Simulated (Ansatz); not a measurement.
The input, for Ansatz 0.2.0:

```yaml
crystal:
  periodic: [false, false, false]
  atoms:
    - {symbol: Al, position_ang: [0.000000, 0.182013, 1.306388]}
    - {symbol: S, position_ang: [0.000000, 0.338637, -1.010374]}
    - {symbol: B, position_ang: [0.000000, -1.234666, -0.224295]}
    - {symbol: H, position_ang: [0.000000, -2.402343, -0.422520]}
basis:
  gaussian: {orbitals: "6-31G*", point_charges: [{charge: 1.00, position_ang: [4.501, -0.350, 0.920]}]}
magnetization: {spin_polarized: true, initial_magnetization: 3}
hamiltonian: {xc: hf}
output: {orbitals: {seedname: orbitals}}
```

```sh
$ ansatz run in.yaml --threads 1 --pin off --events-out ev --progress --plain --max-ram 2393MiB
```

Output:

```
504 factors; integrals over basis functions are off by at most 7.7e-4 eV
mean field evaluation 1: about -18083.1119 eV, gradient 1.0e1 eV
mean field evaluation 2: about -18083.1763 eV, gradient 1.0e1 eV
mean field evaluation 4: about -18084.7186 eV, gradient 2.4e0 eV
mean field evaluation 8: about -18085.2082 eV, gradient 4.6e-1 eV
mean field evaluation 16: about -18085.2218 eV, gradient 1.9e-5 eV
mean field -18085.22182913 eV, -664.6196436168 hartree, gradient 1.9e-5 eV, S^2 3.766038; 0 other end points of the search recorded, 0 dependent functions left out
reference -18085.22182913 eV, -664.6196436168 hartree; 19, 16 occupied and 36, 39 virtual orbitals, 504 factors
Total energy: -18085.22182913 eV, -664.6196436168 hartree
```

Ran on 1 thread of Intel Xeon, shared host: 0.66 s wall, 0.19 GiB peak host memory.
